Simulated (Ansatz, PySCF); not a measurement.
Molecule: C3H9O (charge +1, singlet). It need not be the lowest isomer of its formula. 
Geometry from a B3LYP-D3(BJ)/def2-TZVP (Ansatz, an electronic-structure program) optimisation:
SMILES: CC[OH+]C
```xyz
13

O      0.0650    -0.6860     0.0573
C     -0.0329     0.8344     0.0307
C      1.4215    -1.2871    -0.0153
C     -1.4837     1.2103     0.0017
H      0.4773     1.1213     0.9460
H      0.5293     1.1536    -0.8453
H      1.2777    -2.3604     0.0577
H      1.8903    -0.9930    -0.9510
H      1.9550    -0.9047     0.8481
H     -1.9770     0.8731    -0.9122
H     -2.0156     0.8331     0.8743
H     -1.5441     2.3005     0.0147
H     -0.5425    -1.0807    -0.5933
```
Charge +1, spin multiplicity 1.

Total electronic energies in hartree. Valence correlation only, unless marked. No spin-orbit coupling. No relativistic terms. Basis-set limits of correlation are two-point, X^-3; Hartree-Fock from the larger set. [CCSD(T)-MP2]/basis is that difference in the basis named.

```csv
level,program,energy (Eh)
r2SCAN-D4/def2-TZVPD,Ansatz + dftd4,-194.62173
PBE0-D4/def2-TZVPD,Ansatz + dftd4,-194.51055
TPSSh/def2-TZVPD,PySCF,-194.75477
wB97M-V/def2-TZVPD,Ansatz,-194.63182
RI-MP2/cc-pVTZ,Ansatz,-194.27087
RI-MP2/cc-pVQZ,Ansatz,-194.33461
SCS-MP2/STO-3G,Ansatz,-191.33719
CCSD/cc-pVDZ,Ansatz,-194.11749
"RI-MP2/CBS(cc-pVTZ,cc-pVQZ)+[CCSD(T)-MP2]/cc-pVTZ",Ansatz,-194.4446
```

Totals of different functionals don't rank their quality; only differences between species are comparable.
